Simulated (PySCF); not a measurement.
**PySCF run on MgB⁺**

The script input.py:

```python
from pyscf import gto, scf, solvent

mol = gto.M(
    atom='Mg 0 0 0; B 0 0 2.27',
    basis='3-21g',
    charge=1,
    spin=0,
    verbose=4,
)
mf = scf.RHF(mol)
mf = mf.density_fit(auxbasis='def2-universal-jkfit')
mf = solvent.PCM(mf)
mf.with_solvent.eps = 32.6
mf.kernel()
mf.analyze()
print('orbital energies (hartree):', mf.mo_energy[..., max(0, mol.nelec[1]-3):mol.nelec[0]+3].round(4))
```

```bash
$ OMP_NUM_THREADS=1 python input.py
```

It prints (some set-up lines and the per-cycle HOMO/LUMO lines with their warnings removed):

```
PySCF version 2.14.0

[INPUT] Symbol           X                Y                Z      unit          X                Y                Z       unit  Magmom
[INPUT]  1 Mg     0.000000000000   0.000000000000   0.000000000000 AA    0.000000000000   0.000000000000   0.000000000000 Bohr   0.0
[INPUT]  2 B      0.000000000000   0.000000000000   2.270000000000 AA    0.000000000000   0.000000000000   4.289678302763 Bohr   0.0

nuclear repulsion = 13.9870628437004
number of shells = 12
number of NR pGTOs = 42
number of NR cGTOs = 22
basis = 3-21g
ecp = {}

******** <class 'pyscf.solvent._attach_solvent.PCMDFRHF'> ********
method = PCMDFRHF
initial guess = minao
damping factor = 0
level_shift factor = 0
DIIS = <class 'pyscf.scf.diis.CDIIS'>
SCF conv_tol = 1e-09
SCF max_cycles = 50
******** <class 'pyscf.solvent.pcm.PCM'> (In testing) ********

WARN: PCM is an experimental feature. It is still in testing.
Features and APIs may be changed in the future.

lebedev_order = 29 (302 grids per sphere)
eps = 32.6
frozen = False
Initial guess from minao.
******** <class 'pyscf.df.df.DF'> ********
auxbasis = def2-universal-jkfit
PCM E_diel = -0.00176714663279251
Solvent Energy = -0.00176714663279251
init E= -222.676767233144
PCM E_diel = -0.118868965708865
Solvent Energy = -0.118868965708865
cycle= 1 E= -222.639360278216  delta_E= 0.0374  |g|= 0.228  |ddm|= 1.03
PCM E_diel = -0.11532373716942
Solvent Energy = -0.11532373716942
cycle= 2 E= -222.721351607505  delta_E= -0.082  |g|= 0.102  |ddm|= 0.809
PCM E_diel = -0.123968706364611
Solvent Energy = -0.123968706364611
cycle= 3 E= -222.734496782528  delta_E= -0.0131  |g|= 0.0676  |ddm|= 0.24
PCM E_diel = -0.148771794178636
Solvent Energy = -0.148771794178636
cycle= 4 E= -222.746471620555  delta_E= -0.012  |g|= 0.0128  |ddm|= 0.448
PCM E_diel = -0.155320932061128
Solvent Energy = -0.155320932061128
cycle= 5 E= -222.746966369101  delta_E= -0.000495  |g|= 0.00314  |ddm|= 0.111
PCM E_diel = -0.156339445899911
Solvent Energy = -0.156339445899911
cycle= 6 E= -222.746984623409  delta_E= -1.83e-05  |g|= 0.000704  |ddm|= 0.0223
PCM E_diel = -0.156447185209265
Solvent Energy = -0.156447185209265
cycle= 7 E= -222.746985421572  delta_E= -7.98e-07  |g|= 0.000103  |ddm|= 0.00465
PCM E_diel = -0.156444066023417
Solvent Energy = -0.156444066023417
cycle= 8 E= -222.746985432711  delta_E= -1.11e-08  |g|= 9.2e-06  |ddm|= 0.000538
PCM E_diel = -0.156446170978649
Solvent Energy = -0.156446170978649
cycle= 9 E= -222.746985432814  delta_E= -1.02e-10  |g|= 1.11e-06  |ddm|= 6.7e-05
PCM E_diel = -0.156446188529511
Solvent Energy = -0.156446188529511
Extra cycle  E= -222.746985432815  delta_E= -1.05e-12  |g|= 2.67e-07  |ddm|= 2.44e-06
converged SCF energy = -222.746985432815
**** SCF Summaries ****
Total Energy =                        -222.746985432814938
Nuclear Repulsion Energy =              13.987062843700439
One-electron Energy =                 -333.710671908146310
Two-electron Energy =                   97.133069820160443
Two-electron Coulomb Energy =          116.761306324639548
DFT Exchange-Correlation Energy =      -19.628236504479105
**** MO energy ****
MO #1   energy= -48.7340564006346  occ= 2
MO #2   energy= -7.64390776869302  occ= 2
MO #3   energy= -3.80006111080074  occ= 2
MO #4   energy= -2.30906001184301  occ= 2
MO #5   energy= -2.30900433608411  occ= 2
MO #6   energy= -2.3090043360841   occ= 2
MO #7   energy= -0.537652567874649 occ= 2
MO #8   energy= -0.27931375345566  occ= 2
MO #9   energy= 0.014721088603215  occ= 0
MO #10  energy= 0.0280115402059261 occ= 0
MO #11  energy= 0.0280115402059276 occ= 0
[11 lines left out]
 ** Mulliken pop on meta-lowdin orthogonal AOs  **
 ** Mulliken pop  **
pop of  0 Mg 1s           2.00000
pop of  0 Mg 2s           1.99992
pop of  0 Mg 3s           0.63435
pop of  0 Mg 4s           0.01333
pop of  0 Mg 2px          1.99996
pop of  0 Mg 2py          1.99996
pop of  0 Mg 2pz          1.99967
pop of  0 Mg 3px          0.00001
pop of  0 Mg 3py          0.00001
pop of  0 Mg 3pz          0.00928
pop of  0 Mg 4px          0.00003
pop of  0 Mg 4py          0.00003
[10 lines left out]
 ** Mulliken atomic charges  **
charge of    0Mg =      1.33160
charge of    1B =     -0.33160

WARN: System has nonzero charge 1; the dipole moment is origin-dependent.
Location of origin: [0. 0. 0.]

Dipole moment(X, Y, Z, Debye):  0.00000,  0.00000, -5.11553
orbital energies (hartree): [-2.309  -0.5377 -0.2793  0.0147  0.028   0.028 ]
```

In short: E(SCF) = -222.746985 Eh, 9 cycles.

It ran on Arm Neoverse V2 (1 thread, shared host) in 1.2 s.

The basis is very small, so the numbers show the basis as much as the system. Stability towards an unrestricted solution was not tested. The bond length is a typed value, not an optimised one. The dipole of an ion depends on the origin.
